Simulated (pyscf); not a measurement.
Thermochemistry of product channels of `[Cl][Sn]([Cl])([Cl])[SeH]` + `[H]` [doublet] on the doublet surface, in kcal/mol, from ωB97M-D3(BJ)/def2-TZVP energies (ideal gas, 1 atm, RRHO with modes under 100 cm⁻¹ raised to 100, one conformer, R ln 2 for rigid chiral ones). Structures and frequencies: ωB97X-D3(BJ)/def2-SVP in PySCF.

```tsv
products	ΔE	ΔH(298 K)	ΔG(298 K)	ΔG(600 K)
`[Cl][Sn]([Cl])[SeH]` [doublet] + `[ClH]`	-23.7	-20.8	-23.9	-26.6
`[Cl][Sn]([Cl])([Cl])[Se]` [doublet] + `[H][H]`	-24.6	-22.9	-23.3	-23.7
```

These are energies of the channels, which say nothing of barriers. Elements up to Kr have no core potential and no relativistic terms here. Elements past Kr carry the def2 core potentials, without spin-orbit coupling.
